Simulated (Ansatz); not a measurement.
System: zinc-blende HgS (metastable phase). Method: PBE0 in Ansatz (plane waves, PAW).

Run with plane-wave cutoff 460 eV, 8×8×8 k mesh, Fermi–Dirac smearing 0.01 eV, scalar-relativistic PAW data made under PBE.

The cell has the measured lattice: a = 5.841 Å, b = 5.841 Å, c = 5.841 Å, α = 90.00°, β = 90.00°, γ = 90.00°.

**Question.** Estimate the band gap that the calculation returns.

**Answer.** 
- band gap: 0.99 eV (on the SCF k mesh)

Note: cell and atoms aren't relaxed at this level (pressure 2.6 GPa).

Spin–orbit coupling is not included.

Static lattice: no zero-point or thermal effects.

Cost on a shared machine: roughly 3 core-minutes.

Ansatz is a program for electronic structure.
